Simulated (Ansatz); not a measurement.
# [Cl···H···NH], triplet along the distance Cl1-H2

Starting geometry:

```xyz
4

Cl   -0.8041    0.0197    0.0000
H     0.4747    0.0197    0.0000
N     1.8489    0.0197    0.0000
H     2.1179   -0.9846    0.0000
```

From there H2 is moved from one fragment to the other while all else, the fragments' distance too, stays fixed; atoms are numbered as listed. Energies are in kJ/mol, counted from the starting geometry at the same level. Kohn–Sham curves are unrestricted where that lies lower.

Basis cc-pVTZ; Ansatz 0.2.0. Correlated methods freeze the noble-gas cores. Prefix R: restricted or restricted open-shell reference; prefix U: unrestricted.

Full CI isn't at hand for all of this; UCCSDT(Q) serves as the reference, and is uncertain by about the last step of the cluster series.

```json
{"distance Cl1-H2 (Å)": "1.279", "UCCSDT(Q)": "0.0", "PBE": "0.0", "r2SCAN": "0.0", "PBE0": "0.0", "B3LYP": "0.0", "r2SCANh": "0.0", "wB97M-V": "0.0", "B2PLYP": "0.0", "RPA-PBE": "0.0"}
{"distance Cl1-H2 (Å)": "1.327", "UCCSDT(Q)": "-1.0", "PBE": "-8.7", "r2SCAN": "-6.4", "PBE0": "-4.9", "B3LYP": "-5.5", "r2SCANh": "-5.2", "wB97M-V": "-2.7", "B2PLYP": "-3.2", "RPA-PBE": "-3.3"}
{"distance Cl1-H2 (Å)": "1.422", "UCCSDT(Q)": "3.5", "PBE": "-17.9", "r2SCAN": "-11.7", "PBE0": "-7.3", "B3LYP": "-9.9", "r2SCANh": "-8.4", "wB97M-V": "-1.0", "B2PLYP": "-3.3", "RPA-PBE": "-5.6"}
{"distance Cl1-H2 (Å)": "1.518", "UCCSDT(Q)": "9.1", "PBE": "-20.8", "r2SCAN": "-12.5", "PBE0": "-6.0", "B3LYP": "-11.2", "r2SCANh": "-7.7", "wB97M-V": "2.8", "B2PLYP": "-1.7", "RPA-PBE": "-7.4"}
{"distance Cl1-H2 (Å)": "1.613", "UCCSDT(Q)": "16.6", "PBE": "-13.4", "r2SCAN": "-5.1", "PBE0": "1.9", "B3LYP": "-5.7", "r2SCANh": "-0.2", "wB97M-V": "10.3", "B2PLYP": "4.7", "RPA-PBE": "-3.9"}
```

Q: Judged by the spread of the error over the points with a reference (largest less smallest), which of these follows UCCSDT(Q) best and which worst?

A: Subtracting the UCCSDT(Q) column from each: best wB97M-V (errors from -6.3 to 0.0, spread 6.3 kJ/mol), worst PBE (from -29.9 to 0.0, spread 29.9 kJ/mol). Functionals and wave-function methods converge differently with the basis, so part of this is basis effect.
